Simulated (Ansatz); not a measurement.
# C₄H₅NO: a ladder of functionals and wavefunction methods

The task here is to estimate one member of a computed series from the others.

Method: functionals in def2-TZVPP, the program's frozen cores in correlated methods; program: Ansatz 0.2.0, Gaussian basis.

The runs, in order: PBE-D4, r2SCAN-D4, PBE0-D4, B3LYP-D4, ωB97X-V, ωB97M-V, B2PLYP; CCSD(T)/def2-TZVPP; MP2/def2-QZVPP; extrapolation to the limit.

### The geometry

The geometry comes from an earlier relaxation with PBE0-D4 in a triple-zeta def2 set; it is a stationary point, not always the lowest conformer.

SMILES `N#CCC1CO1`, 11 atoms, charge 0, spin multiplicity 1.

Atoms are counted from 1 here; the program's logs count them from 0.

Bond lengths: N1–C2 1.149 Å, C2–C3 1.455 Å, C3–C4 1.508 Å, C3–H7 1.095 Å, C3–H8 1.093 Å, C4–C5 1.457 Å, C4–O6 1.411 Å, C4–H9 1.088 Å, C5–O6 1.419 Å, C5–H10 1.086 Å, C5–H11 1.088 Å. Angles: N1–C2–C3 179.1°, C2–C3–C4 112.3°, C2–C3–H7 108.3°, C2–C3–H8 108.9°, C4–C3–H7 109.9°, C4–C3–H8 109.5°, H7–C3–H8 107.8°, C3–C4–C5 120.5°, C3–C4–O6 116.3°, C3–C4–H9 115.2°, C5–C4–O6 59.3°, C5–C4–H9 118.8°, O6–C4–H9 114.6°, C4–C5–O6 58.7°, C4–C5–H10 119.6°, C4–C5–H11 119.3°, O6–C5–H10 115.5°, O6–C5–H11 115.3° and more.

Set-up of the first run:

in.yaml

```yaml
crystal:
  periodic: [false, false, false]
  atoms:
    - {symbol: N, position_ang: [-2.871709, 0.561777, 1.253892]}
    - {symbol: C, position_ang: [-1.738384, 0.457370, 1.096444]}
    - {symbol: C, position_ang: [-0.304041, 0.340876, 0.879782]}
    - {symbol: C, position_ang: [0.041338, 0.147547, -0.575617]}
    - {symbol: C, position_ang: [1.237819, -0.590050, -0.959799]}
    - {symbol: O, position_ang: [-0.052127, -1.170458, -1.069462]}
    - {symbol: H, position_ang: [0.176219, 1.248830, 1.258414]}
    - {symbol: H, position_ang: [0.074891, -0.504014, 1.460762]}
    - {symbol: H, position_ang: [-0.342176, 0.911536, -1.249008]}
    - {symbol: H, position_ang: [1.729755, -0.362196, -1.901329]}
    - {symbol: H, position_ang: [1.873816, -1.014320, -0.186078]}
basis:
  gaussian: {orbitals: def2-TZVPP}
hamiltonian: {xc: pbe, dispersion: d4}
output: {forces: true, orbitals: {seedname: orbitals}}
```

Run with:

```bash
$ ansatz run in.yaml --threads 4 --pin off --events-out ev --progress --plain --max-ram 10444MiB
```

Steps of the session up to this table: PBE-D4 (GGA); r2SCAN-D4 (meta-GGA); PBE0-D4 (hybrid); B3LYP-D4 (hybrid); ωB97X-V (range-separated); ωB97M-V (range-separated); B2PLYP (double hybrid); CCSD(T) in def2-TZVPP; MP2 in def2-QZVPP.

One of the session's tables, all rows but one given; the rest of the session is left out.

```
            method  atoms, summed (eV)  atomisation energy (kcal/mol)
            PBE-D4           -7706.911                         1191.4
         r2SCAN-D4           -7713.637                         1147.0
           PBE0-D4           -7708.689                         1157.0
          B3LYP-D4           -7718.481                         1144.7
           ωB97X-V           -7715.613                         1148.2
           ωB97M-V           -7715.132                         1149.4
            B2PLYP           -7712.316                         1136.2
     HF/def2-TZVPP           -7686.872                          792.1
    MP2/def2-TZVPP           -7700.504                         1145.5
   CCSD/def2-TZVPP           -7703.615                         1087.9
CCSD(T)/def2-TZVPP           -7703.975                         1111.2
           MP2/CBS                   ?                              ?
       CCSD(T)/CBS           -7706.445                         1141.7
```

Estimate the missing values for MP2/CBS.

**Answer.** atoms, summed (eV): -7702.975; atomisation energy (kcal/mol): 1176.0. In the column «atoms, summed (eV)» it lies between CCSD/def2-TZVPP (-7703.615) and MP2/def2-TZVPP (-7700.504).

Limits of these values: Free atoms (1 N, 4 C, 1 O, 5 H) were run apart at each level; the atomisation energy is their sum less the molecule, without zero-point or spin-orbit terms.
